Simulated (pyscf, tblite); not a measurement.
`[CH3][GeH3]` + `[CH3]` [doublet] -> `[CH2][GeH3]` [doublet] + `[CH4]`: energy along the mass-weighted descent from the GFN2-xTB with spin polarisation saddle (tblite), relative to the relaxed reactant side, a complex of the molecules.

```
s (amu^1/2 bohr) | E (kcal/mol)
    -1.96 | ####################### 0.7
    -1.84 | ######################## 0.8
    -1.69 | ######################## 0.9
    -1.57 | ######################## 1.0
    -1.40 | ######################### 1.1
    -1.24 | ######################### 1.2
    -1.08 | ########################## 1.3
   -0.874 | ########################## 1.5
   -0.666 | ########################### 1.7
   -0.447 | ############################ 1.9
    0.000 | ############################## 2.4
    0.855 | ############## -1.6
     1.34 | ########## -2.6
     1.77 | ######## -3.2
     2.09 | ###### -3.7
     2.43 | #### -4.1
     2.69 | ### -4.3
     2.94 | ## -4.6
     3.15 | # -4.8
     3.35 | # -5.0
     3.54 |  -5.1
```

The GFN2-xTB with spin polarisation barrier from the reactant side is 0.11 eV. What does ωB97X-D3(BJ) (PySCF) give from its own reactant-side minimum, in def2-SVP and in def2-TZVP?

0.59 eV in the double-zeta basis after reoptimising the saddle, and 0.65 eV in the triple-zeta single point, so the tight-binding barrier lies 0.55 eV under the latter. The imaginary mode goes from 1022i to 1816i cm⁻¹.
